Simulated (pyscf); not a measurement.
H₃C–GeH₃ + hydrogen chloride (HCl) -> H₃C–GeH₃ + hydrogen chloride (HCl) (four-centre exchange; singlet surface; C–H, Cl–H broken, C–H, Cl–H formed). PySCF, gas phase, ωB97X-D3(BJ)/def2-SVP geometries. MP2 and CC: frozen core, UHF for open shells. ΔMP2 is the change of the MP2 total energy from the triple- to the quadruple-zeta basis. Energies in eV from the separated reactants.

| level | barrier | reaction energy |
|---|---|---|
| ωB97X-D3(BJ)/def2-TZVP | 2.44 | 0.00 |
| r²SCAN/def2-TZVP | 2.18 | 0.00 |
| HF/def2-TZVP | 3.14 | 0.00 |
| MP2/def2-QZVPP | … | 0.00 |
| CCSD/def2-TZVPP | 2.69 | 0.00 |
| CCSD(T)/def2-TZVPP | 2.57 | 0.00 |
| CCSD(T)/def2-TZVPP + ΔMP2(QZVPP) | … | 0.00 |

Question: Complete the blanks.

Answer: 
- MP2/def2-QZVPP, barrier: 2.36
- CCSD(T)/def2-TZVPP + ΔMP2(QZVPP), barrier: 2.49

The same reactants have a lower exit, to H₃C–GeH₂–Cl + H₂ (barrier +1.60 eV at ωB97M-D3(BJ)/def2-TZVP, against +2.41 eV here). This is the saddle that the search found; another between the same sides may lie lower. The CCSD(T) − MP2 part came from Ansatz, without density fitting, on the same reference. The frozen core leaves the outer d or s,p core shells of the metals and heavy elements correlated in the MP2 and CC values, and def2-TZVPP describes them poorly, which can shift differences by a few kcal/mol. Elements up to Kr have no core potential and no relativistic terms here.
